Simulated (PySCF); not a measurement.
# C2H5Al (SMILES C=[CH][AlH2]): levels of theory compared

Aim: a comparison of 6 runs (BLYP/def2-SVPD, M06-2X/def2-SVPD, PBE0/def2-SVPD, revPBE/def2-SVPD, wB97M-V/def2-SVPD, SCS-MP2/def2-SVPD) of C2H5Al. The job is set up through a Python script.

The results are computed with PySCF 2.14.0.

2 further runs of the same task are left out: 2 set aside as unsound or not needed.

## Step 1: The structure to begin with

C2H5Al: 8 atoms, total charge 0, spin state singlet. As SMILES, `C=[CH][AlH2]`. The coordinates come from a PBE0-D4/def2-TZVP relaxation.

Bond lengths: C1–C2 1.337 Å, C2–Al3 1.938 Å, C1–H4 1.089 Å, C1–H5 1.089 Å, C2–H6 1.090 Å, Al3–H7 1.588 Å, Al3–H8 1.588 Å. Angles: C1–C2–Al3 119.6°, C1–C2–H6 116.7°, Al3–C2–H6 123.7°, C2–C1–H4 121.7°, C2–C1–H5 123.0°, C2–Al3–H7 122.1°, C2–Al3–H8 116.8°, H4–C1–H5 115.3°, H7–Al3–H8 121.2°.

## Step 2: The energy at BLYP/def2-SVPD (run 1)

File input.py:

```python
from pyscf import gto, dft

molecule = gto.Mole()
molecule.atom = '''
C     -1.946229     1.566961    -0.674632
C      0.376055     1.230212     0.260971
Al     1.758957    -2.152965     0.495108
H     -3.093293    -0.016252    -1.314305
H     -2.825141     3.419081    -0.853967
H      1.390083     2.921706     0.855479
H      4.505107    -2.679443     1.583024
H      0.008315    -4.397393    -0.457125
'''
molecule.max_memory = 1860
molecule.unit = 'bohr'
molecule.verbose = 3
molecule.basis = 'def2-svpd'
molecule.build()

ks = dft.RKS(molecule)
ks.xc = 'blyp'
ks.conv_tol = 1e-10
ks.grids.level = 5
ks.kernel()
if not ks.converged:
    ks = ks.newton().run(ks.mo_coeff, ks.mo_occ)

etot = ks.e_tot
print('E(%s) = %.9f' % ('BLYP', etot))
```

Started as:

```console
$ OMP_NUM_THREADS=1 python input.py
```

The log of the run:

```text
converged SCF energy = -321.426582439397
E(BLYP) = -321.426582439
```

Wall time 22 s (1 thread of Intel Xeon at 2.70GHz, shared host); peak memory 0.53 GiB.

## Step 3: The energy at M06-2X/def2-SVPD (run 2)

File run.py:

```python
# C=[CH][AlH2]
from pyscf import gto, dft

system = gto.M(
    atom='''
C   -1.029900   0.829200  -0.357000
C    0.199000   0.651000   0.138100
Al   0.930800  -1.139300   0.262000
H   -1.636900  -0.008600  -0.695500
H   -1.495000   1.809300  -0.451900
H    0.735600   1.546100   0.452700
H    2.384000  -1.417900   0.837700
H    0.004400  -2.327000  -0.241900
''',
    verbose=4,
    max_memory=1860,
    spin=0,
    basis='def2-svpd',
)

mf = dft.RKS(system, xc='m06-2x')
mf.conv_tol = 1e-10
mf.grids.level = 5
mf.kernel()
if not mf.converged:
    mf = mf.newton().run(mf.mo_coeff, mf.mo_occ)

energy = mf.e_tot
print('E(%s) = %.9f' % ('M06-2X', energy))
```

Started as:

```console
$ OMP_NUM_THREADS=1 python run.py
```

The log of the run:

```text
PySCF version 2.14.0

[... 75 lines left out ...]
converged SCF energy = -321.408313381553
E(M06-2X) = -321.408313382
```

Wall time 32 s (1 thread of Intel Xeon at 2.70GHz, shared host); peak memory 0.58 GiB.

Run 3 isn't shown in full; the table further down has it.

## Step 4: A single-point energy at revPBE/def2-SVPD (run 4)

File calc.py:

```python
# C=[CH][AlH2]
from pyscf import gto, dft

mol = gto.M(
    atom='''
C     -1.029900     0.829200    -0.357000
C      0.199000     0.651000     0.138100
Al     0.930800    -1.139300     0.262000
H     -1.636900    -0.008600    -0.695500
H     -1.495000     1.809300    -0.451900
H      0.735600     1.546100     0.452700
H      2.384000    -1.417900     0.837700
H      0.004400    -2.327000    -0.241900
''',
    basis='def2-svpd',
    spin=0,
    verbose=4,
    max_memory=1860,
)

ks = dft.RKS(mol)
ks.xc = 'revpbe'
ks.grids.level = 5
ks.conv_tol = 1e-10
ks.kernel()
if not ks.converged:
    ks = ks.newton().run(ks.mo_coeff, ks.mo_occ)

etot = ks.e_tot
print('E(%s) = %.9f' % ('REVPBE', etot))
```

Started as:

```console
$ OMP_NUM_THREADS=1 python calc.py
```

The log of the run:

```text
PySCF version 2.14.0

[... 78 lines left out ...]
converged SCF energy = -321.394198939273
E(REVPBE) = -321.394198939
```

Wall time 22 s (1 thread of Intel Xeon at 2.70GHz, shared host); peak memory 0.53 GiB.

Run 5 isn't shown in full; the table further down has it.

## Step 5: The energy at SCS-MP2/def2-SVPD (run 6)

File start.xyz:

```xyz
8

C     -1.029900     0.829200    -0.357000
C      0.199000     0.651000     0.138100
Al     0.930800    -1.139300     0.262000
H     -1.636900    -0.008600    -0.695500
H     -1.495000     1.809300    -0.451900
H      0.735600     1.546100     0.452700
H      2.384000    -1.417900     0.837700
H      0.004400    -2.327000    -0.241900
```

File job.py:

```python
from pyscf import gto, scf, mp

mol = gto.M(
    atom='start.xyz',
    verbose=4,
    spin=0,
    max_memory=1860,
    basis='def2-svpd',
)

calc0 = scf.RHF(mol)
calc0.conv_tol = 1e-10
calc0.kernel()
if not calc0.converged:
    calc0 = calc0.newton().run(calc0.mo_coeff, calc0.mo_occ)

pt = mp.MP2(calc0, frozen=7).run()
energy = calc0.e_tot + 1.2 * pt.e_corr_os + pt.e_corr_ss / 3
print('E = %.10f Eh' % energy)
```

Started as:

```console
$ OMP_NUM_THREADS=1 python job.py
```

The log of the run:

```text
PySCF version 2.14.0

[... 62 lines left out ...]
converged SCF energy = -320.395942608136
[... 1 line left out ...]
******** <class 'pyscf.mp.mp2.RMP2'> ********
nocc = 8, nmo = 97
frozen orbitals 7
E(RMP2) = -320.744482753175  E_corr = -0.348540145038503
E(SCS-RMP2) = -320.75218227915  E_corr = -0.356239671013437
E_corr(same-spin) = -0.0715482727301146
E_corr(oppo-spin) = -0.276991872308388
E = -320.7521822791 Eh
```

Wall time 2.6 s (1 thread of Intel Xeon at 2.70GHz, shared host); peak memory 0.26 GiB.

## Step 6: Overview of the runs

```csv
run,level,nlc grid,integration grid,energy (Eh),dipole moment (D) of the reference,HOMO energy (eV),LUMO energy (eV),wall time
1,BLYP/def2-SVPD,–,5,-321.426582,0.92,-6.72,-2.38,22 s
2,M06-2X/def2-SVPD,–,5,-321.408313,0.82,-9.27,-1.02,32 s
3,PBE0/def2-SVPD,–,5,-321.252987,0.88,-8.12,-1.67,20 s
4,revPBE/def2-SVPD,–,5,-321.394199,0.93,-6.79,-2.40,22 s
5,wB97M-V/def2-SVPD,1,5,-321.402540,0.83,-10.34,0.10,86 s
6,SCS-MP2/def2-SVPD,–,–,-320.752182,0.86,-10.42,1.30,2.6 s
```

## Step 7: What came out

```
                                          quantity          value
                               run 6: total energy  -320.75218 Eh
       run 6: dipole moment (Hartree–Fock density)         0.86 D
        run 6: HOMO energy (Hartree–Fock orbitals)      -10.42 eV
        run 6: LUMO energy (Hartree–Fock orbitals)        1.30 eV
      run 6: HOMO–LUMO gap (Hartree–Fock orbitals)       11.71 eV
run 6: correlation energy (7 core orbitals frozen)     -356.2 mEh
```

**Reading.** Over runs 1, 2, 3, 4, 5 the dipole moment (its size) runs from 0.82 D (M06-2X/def2-SVPD) to 0.93 D (revPBE/def2-SVPD). Over runs 1, 2, 3, 4, 5 the HOMO–LUMO gap runs from 4.34 eV (BLYP/def2-SVPD) to 10.44 eV (wB97M-V/def2-SVPD). Totals of different functionals can't be ranked against each other. All runs together took 3.1 min, the longest 86 s.
